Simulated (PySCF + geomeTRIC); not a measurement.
Species: HS, SMILES `[SH]` (charge 0, multiplicity 2).

**Question.** Give a relaxed geometry from TPSS-D3(BJ)/def2-SVP (PySCF + geomeTRIC).

**Answer.** the end point of this relaxation (outside a Z-matrix the atoms follow the SMILES, hydrogens last).
Z-matrix (Å, degrees):
```
S
H 1 1.3607
```
